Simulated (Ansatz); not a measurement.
For 2H WS2, PBE+SOC in Ansatz (plane waves, PAW) gives:

lattice constant a: 3.187 Å
lattice parameter c: 14.883 Å
band gap at the measured cell: 0.93 eV

### Question
What does r²SCAN+SOC in Ansatz (plane waves, PAW) give for the same quantities?

### Answer

- lattice constant a: 3.181 Å (falls by 0.2 %)
- lattice parameter c: 13.071 Å (falls by 12 %)
- band gap at the measured cell: 1.04 eV (grows by 0.11 eV)

For comparison: lattice constant a 3.153 Å (measured, 300 K, no zero-point or thermal correction; as tabulated in arXiv:1605.07067); lattice parameter c 12.323 Å (measured, 300 K, not corrected to a static lattice; as tabulated in arXiv:1605.07067); band gap 1.35 eV (measured, room temperature, not corrected to a static lattice, bulk 2H; as tabulated in Bastos et al. (2019), arXiv:1903.08112).

Changes are worked out from the printed values.

Unless a cell is named, each level is at its own relaxed cell (PBE+SOC 21.82, r²SCAN+SOC 19.09 Å³/atom).

Levels without +SOC leave out spin–orbit coupling, which shifts energies and cells of such heavy elements.

Density-functional gaps are differences of (generalised) Kohn–Sham levels.

Caveats: for a layered or molecular solid the relaxed cell lies over 5 % above the published volume, where the minimum can be shallow (PBE+SOC, r²SCAN+SOC); the cell comes from a level without a dispersion term, which matters for the spacing of layers, chains or molecules (PBE+SOC, r²SCAN+SOC). Ansatz's density-functional and Hartree–Fock values are scalar-relativistic unless marked +SOC, with PAW data made under PBE.

Ansatz is a program for electronic structure.
